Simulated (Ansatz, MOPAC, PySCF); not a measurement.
Barrier height from H + CH4 (SMILES C) to the transition structure CH5, without zero-point energy, on the benchmark's geometries as Psi4's copy of the set gives them.
Transition structure (charge 0, multiplicity 2):
```xyz
6

C      0.0000     0.2648     0.0000
H      1.0534     0.5167     0.0000
H     -0.5266     0.5170     0.9123
H     -0.5266     0.5170    -0.9123
H     -0.0003    -1.1178     0.0000
H      0.0001    -2.0218     0.0000
```

Open shells are unrestricted; no spin–orbit coupling.

The state that PM7 reach isn't checked; PM7 holds dispersion and hydrogen-bond terms.

Run with Ansatz (Gaussian orbitals); MOPAC for PM7 (differences of heats of formation); PySCF for M06-2X. 

Q: One of these levels gives 7.60 kcal/mol for the barrier height. Which one is it?
A. PM7
B. M06-2X/def2-TZVPPD
C. BLYP/def2-TZVPPD
D. HF/aug-cc-pVDZ

A: C, BLYP/def2-TZVPPD. The others give -17.38 (PM7), 23.48 (HF/aug-cc-pVDZ), 15.61 (M06-2X/def2-TZVPPD)

Ansatz is a program for electronic structure.
